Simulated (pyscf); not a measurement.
PySCF, gas phase, ωB97X-D3(BJ)/def2-SVP geometries.

### Question
H₂Se (SMILES [SeH2]) + Cl–GeH₃ (SMILES [Cl][GeH3]) -> H₃Ge–SeH (SMILES [GeH3][SeH]) + HCl (SMILES Cl)
Surface: singlet. Broken: H–Se, Cl–Ge. Formed: Ge–Se, Cl–H. Give ΔE‡ and ΔE from ωB97M-D3(BJ)/def2-TZVP, relative to the separated reactants.

### Answer
ΔE‡ = 35.5 kcal/mol, ΔE = +4.6 kcal/mol. Zero-point energy shifts the barrier by +0.4 kcal/mol. It is a four-centre exchange, with an imaginary mode of 396i cm⁻¹. On the product side the descent ends in a complex, 4.9 kcal/mol under the separated species and 34.0 kcal/mol under the saddle at ωB97X-D3(BJ)/def2-TZVP. At ωB97X-D3(BJ) the barrier from the zero used here is 31.6 kcal/mol. One saddle was located; it need not be the lowest between these sides. Elements up to Kr have no core potential and no relativistic terms here.
